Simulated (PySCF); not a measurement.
Cartesian coordinates in Å; atom numbers follow the order of the lines, from 1:
```xyz
14

C    -1.310   -0.718    0.059
C    -0.008   -0.011   -0.322
C    -0.108    1.491   -0.048
C     1.127   -0.589    0.479
N     2.155   -1.173    0.068
H    -2.140   -0.313   -0.515
H    -1.521   -0.579    1.117
H    -1.238   -1.785   -0.141
H     0.189   -0.169   -1.390
H    -0.918    1.927   -0.629
H     0.820    1.992   -0.317
H    -0.304    1.671    1.007
H     1.035   -0.480    1.557
H     2.221   -1.264   -0.947
```

One conformer, one averaged value for each set of equivalent atoms, relativity neglected, in vacuum. GIAO PBE0/pcSseg-1 shieldings; GFN2-xTB structure; PySCF.

Scale: 13C (σ = 186.93 ppm), 1H (σ = 31.72 ppm) vs TMS; 15N (σ = 267.73 ppm) against NH3 (reference shieldings calculated alike).

```csv
atoms,nucleus,count,δ (ppm)
H6/H7/H8/H10/H11/H12,1H,6,1.06
C1/C3,13C,2,?
H9,1H,1,1.73
H14,1H,1,10.47
C2,13C,1,?
N5,15N,1,351.7
H13,1H,1,7.55
C4,13C,1,183.1
```

**Question.** Fill in the missing shifts.

**Answer.** 
- C2: 46.8 ppm, carbon bonded to 3 C, H
- C1/C3: 21.4 ppm, carbon bonded to C, 3 H

Exchangeable OH/NH protons stand at their gas-phase positions; hydrogen bonding in a real sample shifts them, mostly to higher δ. Shifts are as computed. Against solution values, carbons near 30 ppm lie about +3 ppm off and those near 130 ppm about +5 ppm. Of 1211 compounds with measured shifts, 218 miss one by over three times the rms of a fit or turn the order of signals round; such compounds aren't used in these exercises. Experimental scales use liquid or dissolved standards, which lie at an offset from isolated NH3 (liquid NH3: subtract about 20 ppm). Unscaled 15N shifts of sp2 nitrogen come out 20 to 40 ppm too high even then.
